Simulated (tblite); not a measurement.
Compound: C₂H₂N (charge -1).
SMILES with atom numbers: `[CH2-:1][C:2]#[N:3]` (hydrogens: H4, H5 on C1)
Bond orders are those of one Lewis drawing.

Computed with GFN2-xTB (tblite), gas phase: Langevin dynamics at 400 K from the optimised GFN2-xTB geometry, time step 0.5 fs, friction 0.01 fs⁻¹, 2000 steps. The instantaneous temperature is 2·E(kin)/(3Nk) with all 3N coordinates.

```
t (fs)  T (K)  E(pot) above start (eV)  C1–C2 (Å)  C2≡N3 (Å)  C1–H4 (Å)
     0    155                    0.000      1.341      1.180      1.085
    25    298                    0.076      1.346      1.173      1.086
    50    228                    0.102      1.341      1.202      1.118
    75    248                    0.098      1.333      1.159      1.127
   100    377                    0.030      1.354      1.167      1.096
   125    348                    0.133      1.342      1.172      1.090
   150    404                    0.087      1.327      1.186      1.086
   175    352                    0.247      1.384      1.183      1.083
   200    498                    0.115      1.394      1.169      1.060
   225    213                    0.271      1.349      1.208      1.044
   250    404                    0.259      1.372      1.183      1.035
   275    601                    0.191      1.345      1.160      1.073
   300    559                    0.182      1.333      1.171      1.090
   325    455                    0.237      1.298      1.207      1.135
   350    290                    0.182      1.370      1.171      1.146
   375    571                    0.150      1.340      1.168      1.127
   400    338                    0.155      1.342      1.185      1.050
   425    354                    0.165      1.379      1.188      1.059
   450    347                    0.134      1.352      1.170      1.072
   475    353                    0.161      1.347      1.180      1.143
   500    422                    0.141      1.328      1.157      1.132
   525    735                    0.095      1.370      1.182      1.152
   550    651                    0.132      1.368      1.203      1.089
   575    475                    0.218      1.384      1.159      1.042
   600    653                    0.128      1.343      1.188      1.096
   625    718                    0.111      1.314      1.203      1.139
   650    715                    0.067      1.336      1.173      1.116
   675    673                    0.073      1.349      1.158      1.092
   700    590                    0.136      1.347      1.199      1.060
   725    368                    0.132      1.398      1.191      1.076
   750    442                    0.143      1.393      1.196      1.076
   775    331                    0.126      1.358      1.182      1.092
   800    212                    0.122      1.339      1.163      1.098
   825    412                    0.122      1.307      1.171      1.085
   850    428                    0.107      1.320      1.180      1.111
   875    294                    0.141      1.370      1.171      1.112
   900    449                    0.117      1.387      1.182      1.049
   925    326                    0.103      1.365      1.208      1.056
   950    403                    0.088      1.361      1.177      1.101
   975    489                    0.126      1.391      1.165      1.112
  1000    339                    0.294      1.362      1.203      1.088
```

Q: From 500 fs on, how do temperature and potential energy compare with equipartition?

A: The mean temperature of these 21 frames is 482 K against the target 400 K, and the mean potential energy 0.13 eV against 9 × kT/2 = 0.16 eV for 9 classical harmonic modes. For 5 atoms in a canonical ensemble the temperature itself scatters by T·√(2/(3N)) = 146 K; here its standard deviation is 153 K. These frames run hotter than the target by 21 %; at their own mean temperature equipartition would give 0.19 eV. The whole run lasts only 10 friction times of 100 fs, so these averages carry a wide statistical error.

Q: What are the kinetic and total energies of the listed frame with the highest potential energy?

A: The one at 1000 fs, 0.294 eV above the start. Its kinetic energy is 3NkT/2 = 0.219 eV at 339 K, so the sum is 0.51 eV; over the listed frames the sum runs from 0.10 to 0.58 eV, since the thermostat adds and removes energy.

Q: How much do the listed bonds fluctuate from 500 fs on?

A: 
| bond | at the start (Å) | mean (Å) | standard deviation (Å) |
| --- | --- | --- | --- |
| C1–C2 | 1.341 | 1.357 | 0.026 |
| C2≡N3 | 1.180 | 1.182 | 0.016 |
| C1–H4 | 1.085 | 1.094 | 0.028 |

The motion is classical and holds no zero-point motion.

The cost below is that of the whole dynamics run. On Arm Neoverse V2, one thread, no GPU, on a shared host, this took 2.8 s wall and 0.19 GiB of memory at its peak.
